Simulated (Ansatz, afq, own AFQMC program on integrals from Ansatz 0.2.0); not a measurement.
# AFQMC, coupled cluster and functionals along a coordinate of BeGaH$_{3}$, singlet

```tsv
atom	x (Å)	y (Å)	z (Å)
Ga	0.0000	0.0000	0.2735
Be	0.0000	0.0000	-1.9989
H	0.0000	1.3194	1.1482
H	0.0000	-1.3194	1.1482
H	0.0000	0.0000	-3.3424
```

All coordinates are scaled about the centre. Energies in eV count from this geometry (1.000) at the same level; the start stands on RHF, each point on the determinant named.

Basis cc-pVDZ. Only valence electrons are correlated. Ansatz 0.2.0 and our own AFQMC program on the same integrals; the CISD trial comes from CCSD amplitudes, and released means the phaseless constraint is let go. Error bars are statistical, one sigma. No spin–orbit coupling.

Cautions, each for one point or more: CCSDT(Q) on the UHF determinant differs, by its state or its frozen core; an unrestricted solution with more broken spin lies lower, while this determinant keeps restricted orbitals; higher spins were not checked; inner d shell frozen; no relativity below Rb; no spin-orbit coupling; raised T1 diagnostic; restricted determinant unstable towards unrestricted; strong correlation.

```tsv
scale of all distances	det.	T1	weight	⟨S²⟩	wB97M-V	B3LYP	CCSD(T)
0.894	RHF	0.009	0.91	pure	0.868	0.955	1.170
1.131	RHF	0.013	0.89	pure	0.973	0.819	0.741
1.309	UHF	0.021	0.85	0.00	3.656	3.227	3.188
1.476	RHF	0.035	0.77	pure	6.262§	5.568§	5.533
```

**Question.** Estimate the curve of CCSDT(Q), counted from the same start.

**Answer.** 
```
scale of all distances  det.     T1  weight  ⟨S²⟩  CCSDT(Q)  ph-AFQMC/CISD  released AFQMC
                 0.894   RHF  0.009    0.91  pure     1.173  1.174 ± 0.007   1.175 ± 0.007
                 1.131   RHF  0.013    0.89  pure     0.733  0.736 ± 0.009   0.730 ± 0.008
                 1.309   UHF  0.021    0.85  0.00     3.156  3.206 ± 0.012  3.156 ± 0.016*
                 1.476   RHF  0.035    0.77  pure     5.448  5.511 ± 0.023               –
```

Weight is that of the determinant in the CISD state; at the start T1 is 0.010 and the weight 0.90. An asterisk marks released energies that aren't shown to be converged. A dash marks a missing value, a released energy that hasn't settled or a functional that sits on another state. § marks a functional whose ⟨S²⟩ is too high by over 0.1. Largest departures from CCSDT(Q), at the points where its series has closed: CCSD(T) 0.032 eV at 1.309 (on UHF), ph-AFQMC/CISD 0.050 eV at 1.309 (on UHF), released AFQMC -0.003 eV at 1.131 (on RHF) (within the noise), wB97M-V 0.500 eV at 1.309, B3LYP -0.218 eV at 0.894. Functionals count only at points shown to share the start's state and spin. In this small basis the wave-function levels are far from their limit, so their gap to the functionals isn't the functionals' error.

A walk keeps the symmetry of its determinant, which the program's search chose and which needn't be the lowest solution, so a lower state of the same spin and another symmetry isn't excluded.
